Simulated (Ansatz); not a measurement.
`OC1(O)CC1F` → 3 C• + F• + 5 H• + 2 O•  (atomization)

Computed with Ansatz on PBE0-D4/def2-TZVP structures; ΔE is electronic, products minus reactants. CBS: MP2 limit from def2 TZ/QZ plus the TZ coupled-cluster correction, frozen cores. This one scheme is used for every species, atoms too. Functionals use def2-TZVPP. B3LYP here is the variant with VWN-RPA as its local correlation; programs differ in this. No spin–orbit coupling; open shells (•) take unrestricted orbitals. Spin–orbit coupling would lower the free atoms: a little for C, F, O. Each species was taken in one conformer, which may not be the lowest.

What is ΔE at CCSD(T)/CBS? (Estimate.)

The calculation gave: +46.11 eV.

What do these levels give: r2SCAN-D4, ωB97M-V, PBE0, B3LYP, HF/def2-TZVPP, HF/def2-QZVPP? (Estimate.)

Computed: r2SCAN-D4 46.36, ωB97M-V 46.35, PBE0 46.35, B3LYP 45.62, HF/def2-TZVPP 31.66, HF/def2-QZVPP 31.71 eV.

Largest T1 diagnostic among the species: 0.011.

In def2-TZVPP, CCSD(T) changes the Hartree–Fock value by +13.16 eV (the triples alone add +0.87 eV) and MP2 by +14.57 eV; breaking electron pairs costs correlation energy, which Hartree–Fock lacks. From PBE to PBE0 (25 % exact exchange), in def2-TZVPP and without D4, ΔE moves by −1.35 eV: exact exchange takes away binding that semilocal exchange gives to molecules.

For atomizations the MP2-based limit and the directly extrapolated one differ by several kJ/mol either way, and by 10 to 25 for some Ge, Se and Sn compounds, so smaller differences from it don't rank the levels.
